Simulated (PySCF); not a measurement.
ethanethiol (C2H6S), SMILES SCC. Atoms are numbered in the order given.

```xyz
9

C     -1.4669     0.7824    -0.2302
C     -0.5562    -0.4185    -0.4310
S      1.0706    -0.2695     0.3929
H     -2.4354     0.6106    -0.7073
H     -1.0313     1.6814    -0.6698
H     -1.6322     0.9739     0.8303
H     -0.9936    -1.3156     0.0096
H     -0.3975    -0.6250    -1.4893
H      1.4979     0.8038    -0.2935
```

Coordinates come from a B3LYP-D3(BJ)/def2-TZVP optimisation. One conformer was computed; it need not be the lowest.

Computed with TDDFT-CAM-B3LYP/def2-SVPD run with PySCF 2.14.0.

Vertical excitations. Gas-phase values at a fixed geometry.

| state | energy (eV) | λ (nm) | f | main pairs |
|---|---|---|---|---|
| S1 | 5.50 | 226 | 0.007 | HOMO→LUMO 74 % |
| S2 | 6.20 | 200 | 0.033 | HOMO→LUMO+1 84 % |
| S3 | 7.16 | 173 | 0.022 | HOMO→LUMO+2 66 %, HOMO→LUMO+3 10 % |
| S4 | 7.41 | 167 | 0.034 | HOMO→LUMO+4 60 %, HOMO→LUMO+3 13 % |
| S5 | 7.63 | 162 | 0.008 | HOMO→LUMO+3 64 %, HOMO→LUMO+4 14 %, HOMO→LUMO+2 12 % |
| S6 | 8.20 | 151 | 0.019 | HOMO−1→LUMO 80 % |
| S7 | 8.43 | 147 | 0.051 | HOMO→LUMO+7 56 %, HOMO→LUMO+5 21 %, HOMO→LUMO+6 9 % |
| S8 | 8.62 | 144 | 0.057 | HOMO→LUMO+6 52 %, HOMO→LUMO+5 28 % |
| S9 | 8.75 | 142 | 0.135 | HOMO−1→LUMO+1 66 %, HOMO→LUMO+8 16 % |
| S10 | 8.86 | 140 | 0.081 | HOMO→LUMO+5 27 %, HOMO→LUMO+7 22 %, HOMO→LUMO+8 15 %, HOMO→LUMO+6 13 % |
| T1 | 5.08 | 244 | 0 | HOMO→LUMO 65 % |
| T2 | 5.73 | 216 | 0 | HOMO→LUMO+1 73 % |
| T3 | 6.99 | 177 | 0 | HOMO→LUMO+4 31 %, HOMO→LUMO+2 26 %, HOMO→LUMO 17 %, HOMO→LUMO+6 13 % |
| T4 | 7.18 | 173 | 0 | HOMO−1→LUMO 39 %, HOMO→LUMO+2 14 %, HOMO−1→LUMO+1 8 %, HOMO−1→LUMO+4 6 % |
Triplets are in the Tamm–Dancoff approximation, which puts them higher than full response would, so one can lie above its singlet here.
